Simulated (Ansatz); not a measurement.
We consider bcc Cs, described by PBE-D3(BJ) (Ansatz, an electronic-structure program, PAW).

Settings: plane-wave cutoff 520 eV, 14×14×14 k mesh, Fermi–Dirac smearing 0.05 eV, scalar-relativistic PAW data made under PBE.

Cell (relaxed at this level):

```
Cs
1.0
   -3.01990     3.01990     3.01990
    3.01990    -3.01990     3.01990
    3.01990     3.01990    -3.01990
Cs
1
Direct
  0.00000   0.00000   0.00000
```

What does this level give for the bulk modulus B0 and pressure derivative B′ of the bulk modulus?


- bulk modulus B0: 2.16 GPa
- pressure derivative B′ of the bulk modulus: 3.2

The run finds no gap.

Measured, for comparison: bulk modulus 2.11 GPa (corrected for temperature and zero-point phonon effects, our sources range from 2.11 to 2.35; as tabulated in Levämäki et al. (2014), arXiv:1402.3671). Computed (rounded) less measured: bulk modulus +2 % (inside the range of the sources held).

Spin–orbit coupling is not included.

The computed numbers hold no vibrational or temperature effects.
